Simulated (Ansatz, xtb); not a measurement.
## C5H9F: which of two conformers lies lower

We compare X, `FC1CCCC1`, a singlet, with Y, `FC1CCCC1`, a singlet. Both are isolated molecules in the gas phase, relaxed with B3LYP/6-31G*.

X (Å):

```xyz
15

C    -0.4997    0.6238   -1.2752
C     0.5513    1.4668   -0.5570
C     1.1578    0.4707    0.4461
C    -0.0707   -0.3071    0.9747
C    -1.1146   -0.2658   -0.1813
F     0.1647   -0.1971   -2.2033
H    -1.2376    1.2052   -1.8391
H     0.0538    2.2914   -0.0280
H     1.2731    1.8988   -1.2572
H     1.7330    0.9538    1.2424
H     1.8320   -0.2071   -0.0893
H     0.1838   -1.3297    1.2700
H    -0.4756    0.1893    1.8645
H    -2.0682    0.1530    0.1591
H    -1.3261   -1.2527   -0.6034
```

Y (Å):

```xyz
15

C    -0.6687    0.7423   -0.6588
C    -0.2002    1.1296    0.7449
C     1.1819    0.4502    0.8799
C     1.6936    0.2287   -0.5823
C     0.6041    0.8215   -1.5025
F    -1.6648    1.5938   -1.1310
H    -1.0832   -0.2755   -0.6686
H    -0.9079    0.8425    1.5290
H    -0.1049    2.2224    0.7687
H     1.0923   -0.5098    1.4002
H     1.8717    1.0612    1.4702
H     1.8217   -0.8415   -0.7800
H     2.6672    0.6968   -0.7565
H     0.7976    1.8819   -1.7083
H     0.5159    0.3078   -2.4650
```

Problem. Which of the two would you expect CCSD(T)/def2-SVP + ΔMP2/def2-TZVPP electronic energies to favour?

Solution. Structure X; the calculation gives E(Y) − E(X) = +1.67 kcal/mol.

The same difference at several levels:

| level | geometry | E(Y) − E(X) (kcal/mol) | departure from the last row (kcal/mol) | job, with rough time for the two |
| --- | --- | --- | --- | --- |
| B3LYP/6-31G* | B3LYP/6-31G* | +1.30 | −0.37 | optimisation, 3.1 min |
| HF/def2-SVP | B3LYP/6-31G* | +1.25 | −0.41 | part of the CCSD(T) run |
| MP2/def2-SVP | B3LYP/6-31G* | +1.70 | +0.03 | part of the CCSD(T) run |
| CCSD(T)/def2-SVP | B3LYP/6-31G* | +1.60 | −0.07 | single point |
| CCSD(T)/def2-SVP + ΔMP2/def2-TZVPP | B3LYP/6-31G* | +1.67 |  | single point, 2.2 min |

The levels shown agree on the order. The largest departure from CCSD(T)/def2-SVP + ΔMP2/def2-TZVPP is that of HF/def2-SVP, 0.41 kcal/mol. A small imaginary or near-zero mode remains, so no thermal terms are given. Levels run at GFN2-xTB geometries aren't shown. The last row adds to CCSD(T) the change of the MP2 difference between the two basis sets, here +0.07 kcal/mol.

The correlated steps freeze 6 core orbitals. Run with Ansatz 0.2.0; the last row on 2 threads of Intel(R) Xeon(R) Processor @ 2.50GHz (Skylake/Cascade Lake) on a shared host.
